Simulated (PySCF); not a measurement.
Potential energy surface of H2P, doublet: map of symmetric stretch and bend. Scanned: P-H bond length and H-P-H angle.

Level of theory: unrestricted Hartree-Fock/LANL2DZ, with its core potentials past Ne run with PySCF.

Energy in kJ/mol above the lowest grid point; x is the P-H bond length (Å), y the H-P-H angle (°).

| y \ x | 1.21 | 1.29 | 1.35 | 1.43 | 1.50 | 1.55 | 1.62 | 1.69 | 1.77 | 1.86 | 1.92 |
|---|---|---|---|---|---|---|---|---|---|---|---|
| 180 | 389.1 | 316.6 | 295.5 | 298.7 | 317.5 | 315.1 | 293.2 | 280.4 | 273.8 | 273.1 | 275.2 |
| 171.10 | 381.5 | 307.9 | 285.8 | 285.9 | 297.0 | 297.8 | 285.8 | 276.2 | 271.3 | 271.6 | 274.1 |
| 161.46 | 356.7 | 280.2 | 255.3 | 251.1 | 259.8 | 264.2 | 264.5 | 262.8 | 262.9 | 266.5 | 270.4 |
| 152.26 | 320.4 | 240.3 | 212.5 | 204.5 | 214.2 | 223.7 | 234.4 | 242.0 | 249.5 | 258.2 | 264.5 |
| 138.30 | 255.0 | 170.4 | 139.3 | 128.0 | 137.4 | 151.1 | 175.0 | 198.0 | 219.9 | 239.9 | 251.2 |
| 129.19 | 214.3 | 127.7 | 95.4 | 83.1 | 92.4 | 106.8 | 134.0 | 164.5 | 196.3 | 225.0 | 240.5 |
| 119.28 | 177.6 | 89.3 | 56.2 | 43.2 | 52.4 | 67.2 | 95.9 | 130.2 | 170.1 | 207.9 | 228.1 |
| 109.13 | 152.1 | 62.3 | 28.2 | 14.3 | 23.2 | 38.2 | 67.5 | 103.3 | 147.3 | 192.1 | 216.4 |
| 101.75 | 143.2 | 51.9 | 16.9 | 2.1 | 10.5 | 25.3 | 54.6 | 90.7 | 135.8 | 183.5 | 209.7 |
| 89.79 | 148.7 | 54.3 | 17.2 | 0.0 | 6.7 | 20.5 | 48.8 | 84.2 | 129.1 | 177.2 | 204.3 |
| 81.58 | 168.5 | 71.3 | 32.2 | 12.5 | 17.3 | 29.8 | 56.6 | 90.6 | 133.6 | 179.5 | 205.5 |
| 70 | 220.3 | 117.9 | 75.1 | 50.8 | 51.8 | 61.7 | 84.9 | 115.2 | 153.0 | 192.5 | 215.1 |

Points that lie below all their neighbours on the grid: x = 1.43, y = 89.79 (0.0 kJ/mol).
